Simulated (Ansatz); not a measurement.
# Relative stability

Two relaxed structures of SiHSO (charge -1), closed shell (PBE0-D4/def2-TZVPD; forces vanish, vibrations not checked).

A:

```
atom    x (Å)    y (Å)    z (Å)
  O1   0.5395   0.3417   0.9699
 Si2   0.4418   0.2507  -0.7602
  S3   0.0549  -1.3087   0.7498
  H4  -1.0361   0.7163  -0.9595
```

B:

| atom | x (Å) | y (Å) | z (Å) |
| --- | --- | --- | --- |
| O1 | 0.4907 | 1.2647 | 0.5048 |
| Si2 | 0.5136 | -0.0862 | -0.2526 |
| S3 | 0.1630 | -1.7511 | 1.3462 |
| H4 | 0.2333 | -2.7361 | 0.4361 |

Program: Ansatz 0.2.0. Basis: def2-TZVPPD. Cores are frozen in the correlated methods. B3LYP uses VWN-RPA correlation.

(1) Which structure is lower at CCSD(T), and by how much? (To be estimated.)

No T1 diagnostic of these runs exceeds 0.021.

Results:

(1) Computed: B, by 2.053 eV (electronic energy, against the other). By their contacts, A is SiHSO ([O]1[SiH][S]1), total charge -1 and B is SiHSO ([O][Si][SH]), total charge -1.

All methods give the same order:

```tsv
method	E(B) − E(A) (eV)
PBE-D4	-1.929
r2SCAN-D4	-1.977
PBE0-D4	-1.914
B3LYP-D4	-2.041
wB97M-V	-2.002
HF	-2.067
MP2	-2.162
CCSD	-2.049
CCSD(T)	-2.053
```

Labels in which every atom is bracketed show which atoms are joined, not bond orders.

For scale, one of the runs: CCSD(T)/def2-TZVPPD, 156 basis functions, launched by `ansatz run in.yaml --threads 2 --pin off --events-out ev --progress --plain --max-ram 4352MiB`. Time: 13 s of wall clock on 2 CPU threads of an Arm Neoverse V2; the host was shared. Peak host memory: 1 GiB.
